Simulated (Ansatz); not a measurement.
# BSiH₃, triplet: from triple and quadruple zeta to the limit

```yaml
atoms:
  - { symbol: B, position_ang: [-1.9887, 0.0000, 0.0000] }
  - { symbol: H, position_ang: [-2.5855, 1.0336, 0.0000] }
  - { symbol: H, position_ang: [-2.5855, -1.0336, 0.0000] }
  - { symbol: H, position_ang: [-0.7007, 0.0000, 0.0000] }
  - { symbol: Si, position_ang: [0.9763, 0.0000, 0.0000] }
```

Connectivity, by distances: BH2 ··· Si, 1 bridging H.

Ansatz 0.2.0, UHF determinant, valence electrons correlated. Energies in eV.

```csv
set,X,functions,Hartree–Fock,MP2 correlation,CCSD(T) correlation,time
def2-TZVPP,3,115,-8578.0373,-4.9323,-6.2298,12 s on 1 × NVIDIA H100 80GB HBM3 with 1 thread of AMD EPYC 7R13 Processor (Zen 3) (shared host)
def2-QZVPP,4,217,-8578.3008,-5.2465,-6.4703,"16 s on 1 × NVIDIA H100 80GB HBM3 with 1 thread of AMD EPYC 7R13 Processor (Zen 3), on a shared host"
```

Hartree–Fock is taken to follow E(X) = E∞ + A·exp(−7.88·√X), correlation E(X) = E∞ + B·X^−2.97.

Cautions: lower spins were not checked.

Question: Work out the CCSD(T) energy at the limit, and how far the shortcut misses it that extrapolates MP2 and adds CCSD(T) minus MP2 from the smaller set.

Answer: Hartree–Fock: E∞ = E4 + 0.1377·(E4 − E3) = -8578.3371. Correlation: E∞ = E4 + 0.7407·(E4 − E3) = -6.6485 for CCSD(T) and -5.4793 for MP2. The limit is -8584.9856 eV, 0.214 eV below def2-QZVPP. The shortcut gives a correlation energy of -5.4793 + (-1.2975) = -6.7768, 128 meV lower than the direct value.

Past Ne part of the Hartree–Fock step between the two sets comes from the cores, which don't follow the formula, so the 36 meV that it adds to the total can overshoot; that part largely cancels in differences.
